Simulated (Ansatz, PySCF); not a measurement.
System: C3H6Cl (charge 0, doublet). It need not be the lowest isomer of its formula. 
Coordinates optimised at B3LYP-D3(BJ)/def2-TZVP (Ansatz, a first-principles code):
SMILES: [CH2]CCCl
```xyz
10

C      1.0151    -0.5856     0.0062
C      2.4210    -0.1047     0.0024
C      0.0344     0.5915    -0.0057
H      0.8116    -1.1906     0.8927
H      0.8126    -1.2075    -0.8687
Cl    -1.6829     0.0186    -0.0011
H      2.9291     0.1193    -0.9255
H      2.9281     0.1371     0.9263
H      0.1522     1.2177     0.8751
H      0.1532     1.2006    -0.8982
```
Charge 0, spin multiplicity 2.

Dipole moments at this geometry, in debye (magnitudes).

| level | program | dipole (D) |
|---|---|---|
| HF/def2-TZVPD | PySCF | [?] |
| PBE/def2-TZVPD | Ansatz | 1.98 |
| r2SCAN/def2-TZVPD | Ansatz | 2.10 |
| CAM-B3LYP/def2-TZVPD | Ansatz | 2.06 |
| wB97X-V/def2-TZVPD | Ansatz | [?] |

Some entries are withheld; supply them.


- HF/def2-TZVPD, dipole (D): 2.30
- wB97X-V/def2-TZVPD, dipole (D): 2.05
